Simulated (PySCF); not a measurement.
**C2H6: a look at the electrons**

Aim: take C2H6 and measure its response to a uniform field, pull one bond apart with RHF, UHF and CASSCF and localise its valence orbitals.

The runs use PySCF 2.14.0; levels as typed in each script, gas phase, geometry from GFN2-xTB.

### Step 1. Starting geometry

SMILES `CC`, 8 atoms, charge 0, spin multiplicity 1.

Bond lengths: C1–C2 1.521 Å, C1–H3 1.088 Å, C1–H4 1.088 Å, C1–H5 1.088 Å, C2–H6 1.088 Å, C2–H7 1.088 Å, C2–H8 1.088 Å. Angles: C2–C1–H3 110.6°, C2–C1–H4 110.6°, C2–C1–H5 110.6°, H3–C1–H4 108.3°, H3–C1–H5 108.3°, H4–C1–H5 108.3°, C1–C2–H6 110.6°, C1–C2–H7 110.6°, C1–C2–H8 110.6°, H6–C2–H7 108.3°, H6–C2–H8 108.3°, H7–C2–H8 108.3°.

As a file:

| atom | x (Å) | y (Å) | z (Å) |
| --- | --- | --- | --- |
| C1 | -0.7607 | 0.0000 | 0.0000 |
| C2 | 0.7607 | 0.0000 | 0.0000 |
| H3 | -1.1438 | 0.3852 | -0.9424 |
| H4 | -1.1435 | -1.0090 | 0.1375 |
| H5 | -1.1438 | 0.6235 | 0.8048 |
| H6 | 1.1437 | 1.0083 | -0.1405 |
| H7 | 1.1437 | -0.6258 | -0.8030 |
| H8 | 1.1437 | -0.3825 | 0.9435 |

### Step 2. Response to an electric field (CAM-B3LYP/def2-svpd)

input.py

```python
import numpy as np
from pyscf import gto, scf, dft
from pyscf.scf import atom_ks, atom_hf
from scipy.linalg import block_diag

def solve(mol, dm0=None, hcore=None):
    mf = (dft.UKS if mol.spin else dft.RKS)(mol, xc='camb3lyp')
    mf.grids.level = 3
    mf = mf.density_fit(auxbasis='def2-universal-jkfit')
    mf.conv_tol, mf.max_cycle = 1e-8, 80
    if hcore is not None:
        mf.get_hcore = lambda *args: hcore
    mf.kernel(dm0)
    if not mf.converged:
        mf = mf.newton().run(mf.mo_coeff, mf.mo_occ, max_cycle=30)
    assert mf.converged, 'SCF not converged'
    return mf

mol = gto.M(atom='''
C     -0.76071     0.00002     0.00001
C      0.76069     0.00001     0.00000
H     -1.14376     0.38525    -0.94235
H     -1.14354    -1.00896     0.13753
H     -1.14376     0.62351     0.80480
H      1.14374     1.00832    -0.14053
H      1.14373    -0.62584    -0.80296
H      1.14374    -0.38245     0.94348
''', basis='def2-svpd', charge=0, spin=0, verbose=4)
field = np.array([0.01, 0.0, 0.0])  # atomic units
mol.set_common_orig(mol.atom_charges() @ mol.atom_coords() / mol.atom_charges().sum())
mf = solve(mol)
out = dict(dm0=mf.make_rdm1(), d0=mf.dip_moment(unit='AU'), e0=mf.e_tot)
for name, sign in (('p', 1), ('m', -1)):
    h = mf.get_hcore() + sign * np.einsum('x,xij->ij', field, mol.intor('int1e_r'))
    mi = solve(mol, mf.make_rdm1(), h)
    out.update({'dm' + name: mi.make_rdm1(), 'd' + name: mi.dip_moment(unit='AU'), 'e' + name: mi.e_tot})
# spherically averaged free atoms, for the promolecule
atm = atom_ks.get_atm_nrks(mol, xc='camb3lyp')
pro = block_diag(*[(atm[a[0]][2] * atm[a[0]][3]) @ atm[a[0]][2].T for a in mol._atom])
np.savez('result.npz', pro=pro, **out)
```

On the command line:

```
$ OMP_NUM_THREADS=1 python input.py
```

### Step 4. Stretching a bond (def2-tzvp)

input.py

```python
import numpy as np
from pyscf import gto, scf, mcscf

mol = gto.M(atom='''
C     -0.76071     0.00002     0.00001
C      0.76069     0.00001     0.00000
H     -1.14376     0.38525    -0.94235
H     -1.14354    -1.00896     0.13753
H     -1.14376     0.62351     0.80480
H      1.14374     1.00832    -0.14053
H      1.14373    -0.62584    -0.80296
H      1.14374    -0.38245     0.94348
''', basis='def2-tzvp', charge=0, spin=0, verbose=4)
# stretch the bond between atoms 1 and 2, from long to short, fragments rigid
a, b, move = 0, 1, [1, 5, 6, 7]
xyz = mol.atom_coords(unit='Angstrom')
u = xyz[b] - xyz[a]
r0 = np.linalg.norm(u)
rows, last, dm_u = [], None, None
for r in [4.26, 3.34, 2.74, 2.36, 2.05, 1.82, 1.67, 1.52, 1.4]:
    new = xyz.copy()
    new[move] += u / r0 * (r - r0)
    m = mol.set_geom_(new, unit='Angstrom', inplace=False)
    rhf = scf.RHF(m).density_fit(auxbasis='def2-universal-jkfit').run()
    uhf = scf.UHF(m).density_fit(auxbasis='def2-universal-jkfit').newton()
    if dm_u is None:
        c = rhf.mo_coeff
        h = m.nelectron // 2 - 1
        ca, cb = c.copy(), c.copy()
        ca[:, h], cb[:, h] = (c[:, h] + c[:, h + 1]) / 2**.5, (c[:, h] - c[:, h + 1]) / 2**.5
        dm_u = np.array([x[:, :h + 1] @ x[:, :h + 1].T for x in (ca, cb)])
    uhf.kernel(dm0=dm_u)
    for _ in range(3):
        c, _, stable, _ = uhf.stability(return_status=True)
        if stable:
            break
        uhf.kernel(c, uhf.mo_occ)
    dm_u = uhf.make_rdm1()
    mc = mcscf.CASSCF(rhf, 2, 2)
    mc.natorb = True
    mc.fix_spin_(ss=0)
    guess = mcscf.addons.make_natural_orbitals(uhf)[1] if last is None else mcscf.project_init_guess(mc, last.mo_coeff, last.mol)
    mc.kernel(guess)
    last = mc
    act = slice(mc.ncore, mc.ncore + mc.ncas)
    print('r %.3f  RHF %.6f  UHF %.6f  <S^2> %.3f  CASSCF %.6f  occupations' % (r, rhf.e_tot, uhf.e_tot, uhf.spin_square()[0], mc.e_tot), mc.mo_occ[act].round(4))
    rows.append((new, rhf.e_tot, uhf.e_tot, uhf.spin_square()[0], mc.e_tot, mc.mo_occ[act], mc.mo_coeff[:, act], dm_u[0] - dm_u[1], rhf.converged and uhf.converged and mc.converged))
    np.savez('result.npz', **{k: [row[i] for row in rows] for i, k in enumerate('xyz rhf uhf s2 cas occ c spin ok'.split())})
```

### Step 6. Localised orbitals (BP86/def2-tzvp)

input.py

```python
import numpy as np
from pyscf import gto, scf, dft, lo
from pyscf.data.elements import chemcore

def solve(mol, dm0=None, hcore=None):
    mf = (dft.UKS if mol.spin else dft.RKS)(mol, xc='bp86')
    mf.grids.level = 3
    mf = mf.density_fit(auxbasis='def2-universal-jkfit')
    mf.conv_tol, mf.max_cycle = 1e-8, 80
    if hcore is not None:
        mf.get_hcore = lambda *args: hcore
    mf.kernel(dm0)
    if not mf.converged:
        mf = mf.newton().run(mf.mo_coeff, mf.mo_occ, max_cycle=30)
    assert mf.converged, 'SCF not converged'
    return mf

mol = gto.M(atom='''
C     -0.76071     0.00002     0.00001
C      0.76069     0.00001     0.00000
H     -1.14376     0.38525    -0.94235
H     -1.14354    -1.00896     0.13753
H     -1.14376     0.62351     0.80480
H      1.14374     1.00832    -0.14053
H      1.14373    -0.62584    -0.80296
H      1.14374    -0.38245     0.94348
''', basis='def2-tzvp', charge=0, spin=0, verbose=4)
mf = solve(mol)
occ_all = mf.mo_coeff[:, mf.mo_occ > 0]
occ = occ_all[:, chemcore(mol):]
loc = lo.ibo.ibo(mol, occ, iaos=lo.iao.iao(mol, occ_all))
fock, s = mf.get_fock(), mf.get_ovlp()
ortho = lo.orth_ao(mol, 'meta_lowdin')
ortho = lo.vec_lowdin(lo.iao.iao(mol, occ_all), s)
labels = lo.iao.reference_mol(mol).ao_labels(fmt=None)
vir = lo.vvo.livvo(mol, occ_all, mf.mo_coeff[:, mf.mo_occ == 0])
both = np.hstack([loc, vir])
p = (ortho.T @ s @ both) ** 2
pop = np.array([p[[l[0] == a for l in labels]].sum(0) for a in range(mol.natm)])
spd = np.array([[p[[l[0] == a and l[2][-1] == k for l in labels]].sum(0) for k in 'spd'] for a in range(mol.natm)])
eps = np.einsum('pi,pq,qi->i', both, fock, both)
for i in np.argsort(eps):
    top = np.argsort(-pop[:, i])[:3]
    print('%3d %s %9.4f Eh ' % (i + 1, 'occ' if i < loc.shape[1] else 'vir', eps[i]), '  '.join('%s%d %.3f' % (mol.atom_symbol(a), a + 1, pop[a, i]) for a in top))
np.savez('result.npz', c=both, nocc=loc.shape[1], pop=pop, spd=spd, eps=eps, e=mf.e_tot)
```

(Steps that only read results are left out.)

**Question.** What will these runs give? Wanted: polarisability along the field.

As calculated:

| quantity | value |
| --- | --- |
| polarisability along the field (CAM-B3LYP/def2-svpd) | 30.2 bohr³ |
| cost of the stretch to 4.3 Å, CASSCF and RHF (def2-tzvp) | 4.1 and 8.2 eV |
| localised occupied orbitals above −45 eV (BP86/def2-tzvp) | 7 |

RHF rises too steeply at long distance, since it keeps both electrons in one orbital and so mixes in ionic fragments. The geometry was not optimised at these levels.
